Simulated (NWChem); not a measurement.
Everything below was run with NWChem. System: F (+1), charge 1, spin multiplicity 3. Its SCF solution wasn't tested for a lower state. Level: UHF/def2-TZVP.

Output (cleaned and shortened):

```
             Northwest Computational Chemistry Package (NWChem) 7.3.0
             --------------------------------------------------------

                                NWChem Input Module
                                -------------------

 Scaling coordinates for geometry "geometry" by  1.889725989
 (inverse scale =  0.529177249)

                             Geometry "geometry" -> ""
                             -------------------------

 Output coordinates in angstroms (scale by  1.889725989 to convert to a.u.)

  No.       Tag          Charge          X              Y              Z
 ---- ---------------- ---------- -------------- -------------- --------------
    1 F                    9.0000     0.00000000     0.00000000     0.00000000

 Effective nuclear repulsion energy (a.u.)       0.0000000000

            Nuclear Dipole moment (a.u.)
            ----------------------------
        X                 Y               Z
 ---------------- ---------------- ----------------
     0.0000000000     0.0000000000     0.0000000000

      Symmetry information
      --------------------

 Group name             D2h
 Group number             26
 Group order               8
 No. of unique centers     1

      Symmetry unique atoms

     1


 Summary of "ao basis" -> "" (spherical)
 ------------------------------------------------------------------------------
       Tag                 Description            Shells   Functions and Types
 ---------------- ------------------------------  ------  ---------------------
 *                         def2-tzvp                  on all atoms

 Summary of "ao basis" -> "ao basis" (spherical)
 ------------------------------------------------------------------------------
       Tag                 Description            Shells   Functions and Types
 ---------------- ------------------------------  ------  ---------------------
 F                         def2-tzvp                11       31   5s3p2d1f

                                 NWChem SCF Module
                                 -----------------

  ao basis        = "ao basis"
  functions       =    31
  atoms           =     1
  alpha electrons =     5
  beta  electrons =     3
  charge          =   1.00
  wavefunction    = UHF
  use symmetry    = T
  symmetry adapt  = T

 Summary of "ao basis" -> "ao basis" (spherical)
 ------------------------------------------------------------------------------
       Tag                 Description            Shells   Functions and Types
 ---------------- ------------------------------  ------  ---------------------
 F                         def2-tzvp                11       31   5s3p2d1f

      Symmetry analysis of basis
      --------------------------

        ag          9
        au          1
        b1g         2
        b1u         5
        b2g         2
        b2u         5
        b3g         2
        b3u         5

 Forming initial guess at       0.1s

   Symmetry analysis of molecular orbitals - initial alpha
   -------------------------------------------------------

  Numbering of irreducible representations:

     1 ag          2 au          3 b1g         4 b1u         5 b2g
     6 b2u         7 b3g         8 b3u

  Orbital symmetries:

     1 ag          2 ag          3 b1u         4 b3u         5 b2u
     6 ag          7 b1u         8 b3u         9 b2u        10 b2g
    11 ag         12 b1g        13 b3g        14 ag         15 b3u

   Symmetry analysis of molecular orbitals - initial beta
   ------------------------------------------------------

  Numbering of irreducible representations:

     1 ag          2 au          3 b1g         4 b1u         5 b2g
     6 b2u         7 b3g         8 b3u

  Orbital symmetries:

     1 ag          2 ag          3 b2u         4 b1u         5 b3u
     6 ag          7 b2u         8 b1u         9 b3u        10 b3g
    11 b1g        12 ag         13 b2g        14 ag         15 b2u

 Starting SCF solution at       0.1s

 ----------------------------------------------
         Quadratically convergent UHF

 Convergence threshold     :          1.000E-07
 Maximum no. of iterations :          100
 Integral*density screening:          1.000E-09
[...]
     1 ag          2 ag          3 b2u         4 b1u         5 b3u
     6 ag          7 b2u         8 b1u         9 b3u        10 ag
    11 b3g        12 b1g        13 ag         14 b2g        15 b2u

          Final alpha eigenvalues
          -----------------------

              1
    1  -27.1932
    2   -2.4002
    3   -1.5370
    4   -1.5370
    5   -1.4157
    6    0.1818
    7    0.2252
    8    0.2252
    9    0.2573
   10    1.5539
   11    1.5539
   12    1.6102
   13    1.6102
   14    1.6299
   15    2.8229

          Final beta eigenvalues
          ----------------------

              1
    1  -27.0856
    2   -1.9944
    3   -1.3103
    4   -0.4936
    5   -0.4936
    6    0.2257
    7    0.2737
    8    0.3396
    9    0.3396
   10    1.6997
   11    1.7080
   12    1.7080
   13    1.7372
   14    1.7372
   15    2.9556

                    UHF Final Alpha Molecular Orbital Analysis
                    ------------------------------------------

 Vector    3  Occ=1.000000D+00  E=-1.536951D+00  Symmetry=b1u
              MO Center= -3.9D-39, -7.9D-43, -2.3D-21, r^2= 3.2D-01
   Bfn.  Coefficient  Atom+Function         Bfn.  Coefficient  Atom+Function
  ----- ------------  ---------------      ----- ------------  ---------------
     8      0.583231  1 F  pz                11      0.467502  1 F  pz

 Vector    4  Occ=1.000000D+00  E=-1.536951D+00  Symmetry=b3u
              MO Center= -3.1D-22, -3.7D-38, -3.2D-35, r^2= 3.2D-01
   Bfn.  Coefficient  Atom+Function         Bfn.  Coefficient  Atom+Function
  ----- ------------  ---------------      ----- ------------  ---------------
     6      0.583231  1 F  px                 9      0.467502  1 F  px

 Vector    5  Occ=1.000000D+00  E=-1.415655D+00  Symmetry=b2u
              MO Center= -8.4D-34, -2.0D-21, -2.4D-33, r^2= 3.4D-01
   Bfn.  Coefficient  Atom+Function         Bfn.  Coefficient  Atom+Function
  ----- ------------  ---------------      ----- ------------  ---------------
     7      0.571823  1 F  py                10      0.463803  1 F  py

 Vector    6  Occ=0.000000D+00  E= 1.818368D-01  Symmetry=ag
              MO Center= -3.1D-20, -4.7D-20, -4.6D-20, r^2= 1.6D+00
   Bfn.  Coefficient  Atom+Function         Bfn.  Coefficient  Atom+Function
  ----- ------------  ---------------      ----- ------------  ---------------
     5      1.973421  1 F  s                  4     -1.711975  1 F  s

 Vector    7  Occ=0.000000D+00  E= 2.251813D-01  Symmetry=b3u
              MO Center=  7.7D-21,  1.3D-38,  1.0D-33, r^2= 1.9D+00
   Bfn.  Coefficient  Atom+Function         Bfn.  Coefficient  Atom+Function
  ----- ------------  ---------------      ----- ------------  ---------------
    12      1.242408  1 F  px                 9     -0.537634  1 F  px
     6     -0.246028  1 F  px

 Vector    8  Occ=0.000000D+00  E= 2.251813D-01  Symmetry=b1u
              MO Center=  2.7D-39, -6.9D-42,  7.1D-21, r^2= 1.9D+00
   Bfn.  Coefficient  Atom+Function         Bfn.  Coefficient  Atom+Function
  ----- ------------  ---------------      ----- ------------  ---------------
    14      1.242408  1 F  pz                11     -0.537634  1 F  pz
     8     -0.246028  1 F  pz

                     UHF Final Beta Molecular Orbital Analysis
                     -----------------------------------------

 Vector    2  Occ=1.000000D+00  E=-1.994377D+00  Symmetry=ag
              MO Center= -9.1D-19,  4.2D-18, -2.1D-17, r^2= 3.3D-01
   Bfn.  Coefficient  Atom+Function         Bfn.  Coefficient  Atom+Function
  ----- ------------  ---------------      ----- ------------  ---------------
     4      0.569118  1 F  s                  3      0.393067  1 F  s
     2     -0.269349  1 F  s                  5      0.171954  1 F  s

 Vector    3  Occ=1.000000D+00  E=-1.310323D+00  Symmetry=b2u
              MO Center=  1.3D-15, -1.4D-16, -1.0D-16, r^2= 3.6D-01
   Bfn.  Coefficient  Atom+Function         Bfn.  Coefficient  Atom+Function
  ----- ------------  ---------------      ----- ------------  ---------------
     7      0.552801  1 F  py                10      0.462864  1 F  py
    13      0.164881  1 F  py

 Vector    4  Occ=0.000000D+00  E=-4.935589D-01  Symmetry=b1u
              MO Center=  2.6D-20,  1.4D-24, -1.8D-18, r^2= 5.7D-01
   Bfn.  Coefficient  Atom+Function         Bfn.  Coefficient  Atom+Function
  ----- ------------  ---------------      ----- ------------  ---------------
     8      0.444918  1 F  pz                11      0.406423  1 F  pz
    14      0.371806  1 F  pz

 Vector    5  Occ=0.000000D+00  E=-4.935589D-01  Symmetry=b3u
              MO Center= -1.5D-17, -2.1D-23, -7.5D-18, r^2= 5.7D-01
   Bfn.  Coefficient  Atom+Function         Bfn.  Coefficient  Atom+Function
  ----- ------------  ---------------      ----- ------------  ---------------
     6      0.444918  1 F  px                 9      0.406423  1 F  px
    12      0.371806  1 F  px

 Vector    6  Occ=0.000000D+00  E= 2.257299D-01  Symmetry=ag
              MO Center= -1.7D-18, -3.5D-16, -4.2D-17, r^2= 1.6D+00
   Bfn.  Coefficient  Atom+Function         Bfn.  Coefficient  Atom+Function
  ----- ------------  ---------------      ----- ------------  ---------------
     5      1.995351  1 F  s                  4     -1.803822  1 F  s

 center of mass
 --------------
 x =   0.00000000 y =   0.00000000 z =   0.00000000

 moments of inertia (a.u.)
 ------------------
           0.000000000000           0.000000000000           0.000000000000
           0.000000000000           0.000000000000           0.000000000000
           0.000000000000           0.000000000000           0.000000000000

  Mulliken analysis of the total density
  --------------------------------------

    Atom       Charge   Shell Charges
 -----------   ------   -------------------------------------------------------
    1 F    9     8.00   0.78  1.20  0.70  1.09  0.24  2.02  1.67  0.30  0.00  0.00  0.00

  Mulliken analysis of the alpha density
  --------------------------------------

    Atom       Charge   Shell Charges
 -----------   ------   -------------------------------------------------------
    1 F    9     5.00   0.39  0.60  0.37  0.55  0.09  1.54  1.25  0.20  0.00  0.00  0.00

   Mulliken analysis of the beta density
   -------------------------------------

    Atom       Charge   Shell Charges
 -----------   ------   -------------------------------------------------------
    1 F    9     3.00   0.39  0.60  0.33  0.54  0.14  0.48  0.42  0.10  0.00  0.00  0.00

   Mulliken analysis of the spin density
   -------------------------------------

    Atom       Charge   Shell Charges
 -----------   ------   -------------------------------------------------------
    1 F    9     2.00  -0.00 -0.00  0.04  0.01 -0.05  1.06  0.83  0.10 -0.00 -0.00  0.00

       Multipole analysis of the density wrt the origin
       ------------------------------------------------

     L   x y z        total         alpha         beta         nuclear
     -   - - -        -----         -----         ----         -------
     0   0 0 0      1.000000     -5.000000     -3.000000      9.000000

     1   1 0 0     -0.000000     -0.000000     -0.000000      0.000000
     1   0 1 0      0.000000     -0.000000      0.000000      0.000000
     1   0 0 1      0.000000     -0.000000      0.000000      0.000000

     2   2 0 0     -2.190284     -1.540863     -0.649421      0.000000
     2   1 1 0     -0.000000     -0.000000     -0.000000      0.000000
     2   1 0 1     -0.000000     -0.000000     -0.000000      0.000000
     2   0 2 0     -2.727439     -1.528182     -1.199258      0.000000
     2   0 1 1     -0.000000      0.000000     -0.000000      0.000000
     2   0 0 2     -2.190284     -1.540863     -0.649421      0.000000

 Task  times  cpu:        0.2s     wall:        0.2s

 Total times  cpu:        0.2s     wall:        0.2s
```

Write an NWChem input that would produce this output.

One answer among several that fit: 
```
start mol
memory heap 200 mb stack 900 mb global 1100 mb
charge 1
geometry units angstroms nocenter noautoz
  F      0.000000     0.000000     0.000000
  symmetry group D2h
end
basis spherical
  * library def2-tzvp
end
scf
  uhf
  nopen 2
  maxiter 100
  thresh 1e-7
  semidirect memsize 60000000 filesize 0
  # guess.movecs holds the orbitals of an unrestricted PBE0 run
  vectors input guess.movecs output mol.movecs
end
task scf energy
```
